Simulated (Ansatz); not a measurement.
Input for Ansatz (development build ahead of 0.2.0):

```yaml
crystal:
  periodic: [false, false, false]
  atoms:
    - { symbol: Al, position_ang: [0.0, 0.0, 0.0] }
    - { symbol: S, position_ang: [0.0, 0.0, 2.029] }
basis:
  gaussian: { orbitals: def2-SVP }
magnetization:
  initial_magnetization: 1
hamiltonian:
  xc: hf
correlation:
  method: ccsd_t
  frozen_orbitals: { Al: 5, S: 5 }
scf:
  omitted_lower_state_checks: [stability, starts, atomic_configurations, cluster_reference, orbital_swaps, given_window_search, neighbouring_geometries, increment]
```

The input is written out in the form of the current development build from the run's settings. Correlation on restricted open-shell orbitals is semicanonical, with singles.

Output:

```
Converged          : yes
Reference energy   : -639.24239 hartree
Correlation energy : -0.19470 hartree
Total energy       : -639.43710 hartree
```
